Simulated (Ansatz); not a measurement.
Consider the substitution at a C–Cl bond: `OC(F)(Cl)Cl` + H–F → `OC(F)(F)Cl` + HCl.

Gas-phase electronic energies from Ansatz, PBE0-D4/def2-TZVP geometries. CCSD(T)/CBS is the MP2 limit (def2-TZVPP, def2-QZVPP) plus CCSD(T) − MP2 in def2-TZVPP, frozen cores. This one scheme is used for every species. Functionals use def2-TZVPP. B3LYP here is the variant with VWN-RPA as its local correlation; programs differ in this. HSE06 is defined as in plane-wave codes. One conformer a species, not always the lowest.

`OC(F)(Cl)Cl`:

Cartesian coordinates in Å:
```
O -0.798 0.286 -0.779
C 0.247 -0.151 -0.058
F 1.061 -0.783 -0.892
Cl -0.248 -1.296 1.225
Cl 1.151 1.192 0.705
H -1.413 0.753 -0.202
```

H–F:

```xyz
2

F    -0.250   -0.031   -0.385
H     0.250    0.031    0.385
```

`OC(F)(F)Cl`:

Cartesian coordinates in Å:
```
O 0.725 0.217 -0.809
C -0.151 0.061 0.196
F 0.302 -0.805 1.118
F -1.318 -0.445 -0.240
Cl -0.438 1.620 0.950
H 0.879 -0.647 -1.214
```

HCl:

```xyz
2

Cl   -0.252   -0.402    0.428
H     0.252    0.402   -0.428
```

```json
{"level": "LDA (SPW92)", "ΔE (kJ/mol)": "-32.9", "difference from CCSD(T)/CBS": "-6.3"}
{"level": "revPBE-D4", "ΔE (kJ/mol)": "-20.8", "difference from CCSD(T)/CBS": "5.8"}
{"level": "BLYP-D4", "ΔE (kJ/mol)": "-26.1", "difference from CCSD(T)/CBS": "0.5"}
{"level": "r2SCAN-D4", "ΔE (kJ/mol)": "-35.0", "difference from CCSD(T)/CBS": "-8.4"}
{"level": "B97M-V", "ΔE (kJ/mol)": "-41.2", "difference from CCSD(T)/CBS": "-14.6"}
{"level": "PBE0-D4", "ΔE (kJ/mol)": "-32.2", "difference from CCSD(T)/CBS": "-5.6"}
{"level": "B3LYP-D4", "ΔE (kJ/mol)": "-32.7", "difference from CCSD(T)/CBS": "-6.1"}
{"level": "r2SCAN0-D4", "ΔE (kJ/mol)": "-38.2", "difference from CCSD(T)/CBS": "-11.6"}
{"level": "HSE06-D4", "ΔE (kJ/mol)": "-32.0", "difference from CCSD(T)/CBS": "-5.4"}
{"level": "BHLYP-D4", "ΔE (kJ/mol)": "-41.8", "difference from CCSD(T)/CBS": "-15.2"}
{"level": "CAM-B3LYP-D4", "ΔE (kJ/mol)": "-42.6", "difference from CCSD(T)/CBS": "-16.0"}
{"level": "ωB97X-V", "ΔE (kJ/mol)": "-41.0", "difference from CCSD(T)/CBS": "-14.4"}
{"level": "ωB97M-V", "ΔE (kJ/mol)": "-38.0", "difference from CCSD(T)/CBS": "-11.4"}
{"level": "B2PLYP", "ΔE (kJ/mol)": "-35.7", "difference from CCSD(T)/CBS": "-9.1"}
{"level": "PBE-QIDH", "ΔE (kJ/mol)": "-34.9", "difference from CCSD(T)/CBS": "-8.3"}
{"level": "PBE", "ΔE (kJ/mol)": "-29.6", "difference from CCSD(T)/CBS": "-3.0"}
{"level": "revPBE", "ΔE (kJ/mol)": "-29.4", "difference from CCSD(T)/CBS": "-2.8"}
{"level": "BLYP", "ΔE (kJ/mol)": "-34.3", "difference from CCSD(T)/CBS": "-7.7"}
{"level": "r2SCAN", "ΔE (kJ/mol)": "-35.8", "difference from CCSD(T)/CBS": "-9.2"}
{"level": "PBE0", "ΔE (kJ/mol)": "-35.4", "difference from CCSD(T)/CBS": "-8.8"}
{"level": "r2SCANh", "ΔE (kJ/mol)": "-37.2", "difference from CCSD(T)/CBS": "-10.6"}
{"level": "r2SCAN0", "ΔE (kJ/mol)": "-39.2", "difference from CCSD(T)/CBS": "-12.6"}
{"level": "HSE06", "ΔE (kJ/mol)": "-35.0", "difference from CCSD(T)/CBS": "-8.4"}
{"level": "BHLYP", "ΔE (kJ/mol)": "-47.2", "difference from CCSD(T)/CBS": "-20.6"}
{"level": "CAM-B3LYP", "ΔE (kJ/mol)": "-45.9", "difference from CCSD(T)/CBS": "-19.3"}
{"level": "LC-ωPBE", "ΔE (kJ/mol)": "-43.9", "difference from CCSD(T)/CBS": "-17.3"}
{"level": "HF/def2-SVP", "ΔE (kJ/mol)": "-81.4", "difference from CCSD(T)/CBS": "-54.8"}
{"level": "MP2/def2-SVP", "ΔE (kJ/mol)": "-54.6", "difference from CCSD(T)/CBS": "-28.0"}
{"level": "CCSD/def2-SVP", "ΔE (kJ/mol)": "-64.6", "difference from CCSD(T)/CBS": "-38.0"}
{"level": "CCSD(T)/def2-SVP", "ΔE (kJ/mol)": "-61.9", "difference from CCSD(T)/CBS": "-35.3"}
{"level": "HF/def2-TZVPP", "ΔE (kJ/mol)": "-61.0", "difference from CCSD(T)/CBS": "-34.4"}
{"level": "MP2/def2-TZVPP", "ΔE (kJ/mol)": "-25.8", "difference from CCSD(T)/CBS": "0.8"}
{"level": "SCS-MP2/def2-TZVPP", "ΔE (kJ/mol)": "-32.0", "difference from CCSD(T)/CBS": "-5.4"}
{"level": "CCSD/def2-TZVPP", "ΔE (kJ/mol)": "-41.1", "difference from CCSD(T)/CBS": "-14.5"}
{"level": "CCSD(T)/def2-TZVPP", "ΔE (kJ/mol)": "-36.2", "difference from CCSD(T)/CBS": "-9.6"}
{"level": "HF/def2-QZVPP", "ΔE (kJ/mol)": "-60.5", "difference from CCSD(T)/CBS": "-33.9"}
{"level": "MP2/def2-QZVPP", "ΔE (kJ/mol)": "-20.1", "difference from CCSD(T)/CBS": "6.5"}
{"level": "SCS-MP2/def2-QZVPP", "ΔE (kJ/mol)": "-26.6", "difference from CCSD(T)/CBS": "0.0"}
{"level": "MP2/CBS(def2)", "ΔE (kJ/mol)": "-16.2", "difference from CCSD(T)/CBS": "10.4"}
{"level": "CCSD/CBS(def2)", "ΔE (kJ/mol)": "-31.4", "difference from CCSD(T)/CBS": "-4.8"}
{"level": "CCSD(T)/CBS", "ΔE (kJ/mol)": "-26.6", "difference from CCSD(T)/CBS": "0"}
```

(1) What do rigid-rotor, harmonic-oscillator terms from PBE0-D4/def2-TZVP frequencies (298.15 K, 1 bar) make of the CCSD(T)/CBS value? (An estimate is asked.)

Largest T1 diagnostic among the species: 0.011.

Results:

(1) The calculation gave: ΔZPE = -2.6 kJ/mol, ΔH = -30.2 kJ/mol, ΔS = 1 J/(mol·K), ΔG = -30.5 kJ/mol.

The D4 term adds +6.3 kJ/mol with B3LYP and +3.2 kJ/mol with PBE0; it sums over pairs of atoms, weighted by their polarisabilities, and B3LYP, whose exchange is more repulsive, gets the larger term. From BLYP to BHLYP (50 % exact exchange), in def2-TZVPP and without D4, ΔE moves by −12.9 kJ/mol.
